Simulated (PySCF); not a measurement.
Potential energy curve for CH, doublet.

Method: CCSD(T) on UHF/cc-pVTZ, 1 core orbital frozen run with PySCF 2.14.0.

Relative to R = 1.13 Å, what are the energies at R = 1.01, 1.05, 1.29, 1.38 Å?

21.3 kJ/mol at 1.01 Å, 8.2 kJ/mol at 1.05 Å, 26.8 kJ/mol at 1.29 Å, 54.4 kJ/mol at 1.38 Å.

The scan ran from 0.89 to 4.54 Å; beyond the distances shown one of the unrestricted levels run for this scan, shown here or not, changes its spin distribution in one step. The unrestricted determinant behind UCCSD(T) is spin-contaminated at 0.89 to 1.53 Å (<S²> up to 1.2, against 0.75 for a pure doublet).
